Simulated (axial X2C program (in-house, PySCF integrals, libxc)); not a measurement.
**Bond lengths and stretching modes, held linear, of AlSH**

Computed with an in-house all-electron X2C program for linear molecules (integrals from PySCF): two-component X2C with atomic mean-field Coulomb and Gaunt terms, Gaussian nuclei, basis Al dyall-v3z, S dyall-av3z, H dyall-v3z with contracted cores. Spin-free rows use the one-electron spin-free X2C Hamiltonian.

Masses Al 26.982, S 31.972, H 1.008 u. States: 2c Ω = 0 (all partner blocks equally filled); spin-free M_S = 0, Λ = 0 (closed shell).

LDA, spin-free: energies above the lowest point

| r(Al–S) (Å) | r(S–H) (Å) | E (meV) |
| --- | --- | --- |
| 2.1391 | 1.3143 | 38.50 |
| 2.1391 | 1.3480 | 9.80 |
| 2.1391 | 1.3817 | 9.30 |
| 2.1940 | 1.3143 | 27.58 |
| 2.1940 | 1.3480 | 0.00 |
| 2.1940 | 1.3817 | 0.73 |
| 2.1940 | 1.4154 | 25.03 |
| 2.2488 | 1.3143 | 49.94 |
| 2.2488 | 1.3480 | 23.37 |
| 2.2488 | 1.3817 | 25.20 |
| 2.3037 | 1.3480 | 72.77 |
| 2.3037 | 1.4154 | 102.15 |

**Question.** Fit a quadratic surface with cubic terms in each bond: where is the minimum, and what are the two stretching wavenumbers?

**Answer.** At LDA, spin-free: bonds 2.180 and 1.364 Å; harmonic stretches 461.6 and 2526.5 cm⁻¹; force constants 1.86, 3.68 and coupling 0.10 mdyn/Å.

The other levels and Hamiltonians give:

```json
{"Hamiltonian": "2c", "level": "PBE0", "r(Al–S) (Å)": "2.192", "r(S–H) (Å)": "1.347", "lower stretch (cm⁻¹)": "459.4", "upper stretch (cm⁻¹)": "2660.7"}
{"Hamiltonian": "2c", "level": "HF", "r(Al–S) (Å)": "2.211", "r(S–H) (Å)": "1.326", "lower stretch (cm⁻¹)": "441.3", "upper stretch (cm⁻¹)": "2843.4"}
{"Hamiltonian": "2c", "level": "LDA", "r(Al–S) (Å)": "2.180", "r(S–H) (Å)": "1.364", "lower stretch (cm⁻¹)": "461.5", "upper stretch (cm⁻¹)": "2525.6"}
{"Hamiltonian": "2c", "level": "MP2", "r(Al–S) (Å)": "2.201", "r(S–H) (Å)": "1.339", "lower stretch (cm⁻¹)": "458.2", "upper stretch (cm⁻¹)": "2723.2"}
{"Hamiltonian": "spin-free", "level": "PBE0", "r(Al–S) (Å)": "2.192", "r(S–H) (Å)": "1.347", "lower stretch (cm⁻¹)": "459.5", "upper stretch (cm⁻¹)": "2661.5"}
{"Hamiltonian": "spin-free", "level": "HF", "r(Al–S) (Å)": "2.210", "r(S–H) (Å)": "1.326", "lower stretch (cm⁻¹)": "441.4", "upper stretch (cm⁻¹)": "2844.1"}
{"Hamiltonian": "spin-free", "level": "MP2", "r(Al–S) (Å)": "2.201", "r(S–H) (Å)": "1.339", "lower stretch (cm⁻¹)": "458.2", "upper stretch (cm⁻¹)": "2724.0"}
```

Each state is one determinant, the lowest of a limited PBE0 search; the stretches come from a fit to these few points and carry an uncertainty of a few per cent. Other orders of the atoms were not compared. MP2 freezes inner shells (threshold -2 hartree). The molecule was held linear; bending was not examined, so a bent shape may lie lower. Hydrosulfides and their kin are strongly bent in nature, so this linear model does not describe the real molecule.
